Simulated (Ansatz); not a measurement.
in.yaml

```yaml
crystal:
  periodic: [false, false, false]
  atoms:
    - {symbol: Si, position_ang: [-0.124629, 0.000001, 1.681959]}
    - {symbol: As, position_ang: [0.057778, 0.000000, -0.667422]}
    - {symbol: H, position_ang: [0.561776, -1.209969, 2.222531]}
    - {symbol: H, position_ang: [0.561775, 1.209971, 2.222530]}
    - {symbol: H, position_ang: [-0.972792, -1.104005, -0.850585]}
    - {symbol: H, position_ang: [-0.972793, 1.104003, -0.850586]}
basis:
  gaussian: {orbitals: cc-pVDZ}
magnetization: {spin_polarized: true, initial_magnetization: 1}
correlation: {method: bccd, electrons: outside_noble_gas}
scf: {omitted_lower_state_checks: [cluster_reference]}
```

```sh
$ ansatz run in.yaml --threads 1 --pin off --events-out ev --progress --plain --max-ram 2393MiB
```

The program prints:

```
these checks for a lower state are left out or cut short: cluster_reference
684 factors; integrals over basis functions are off by at most 1.1e-3 eV
mean field evaluation 1: about -68718.2978 eV, gradient 8.3e0 eV
mean field evaluation 2: about -68718.3187 eV, gradient 8.3e0 eV
mean field evaluation 4: about -68719.3437 eV, gradient 8.7e-1 eV
mean field evaluation 8: about -68719.3677 eV, gradient 3.1e-3 eV
mean field -68719.36771624 eV, -2525.3901839116 hartree, gradient 7.2e-6 eV, S^2 0.757250; 0 other end points of the search recorded, 0 dependent functions left out
19 core orbitals not correlated: weight in the atoms' cores, before any rotation towards them, 1.000 or more for the frozen orbitals, at most 0.000 for the correlated occupied ones
reference -68719.36771624 eV, -2525.3901839116 hartree; 7, 6 occupied and 39, 40 virtual orbitals, 684 factors
second order -5.45462067 eV of doubles, -0.00000000 eV of singles
cycle   1  -6.30466383 eV  change   -8.5e-1 eV  update   7.4e-2
cycle   2  -6.60001139 eV  change   -3.0e-1 eV  update   2.7e-2
cycle   3  -6.61827075 eV  change   -1.8e-2 eV  update   1.0e-2
cycle   4  -6.61240860 eV  change    5.9e-3 eV  update   4.5e-3
cycle   5  -6.61078370 eV  change    1.6e-3 eV  update   2.3e-3
cycle   6  -6.61030524 eV  change    4.8e-4 eV  update   9.6e-4
cycle   7  -6.61060770 eV  change   -3.0e-4 eV  update   4.1e-4
cycle   8  -6.61072960 eV  change   -1.2e-4 eV  update   1.6e-4
cycle   9  -6.61067267 eV  change    5.7e-5 eV  update   6.2e-5
cycle  10  -6.61067950 eV  change   -6.8e-6 eV  update   2.3e-5
cycle  11  -6.61067840 eV  change    1.1e-6 eV  update   8.9e-6
Total energy: -68725.97839464 eV, -2525.6331218619 hartree
Checks for a lower state left out: cluster_reference
```

Ran on 1 thread of Arm Neoverse V2, shared host: 2.2 s wall, 0.19 GiB peak host memory.
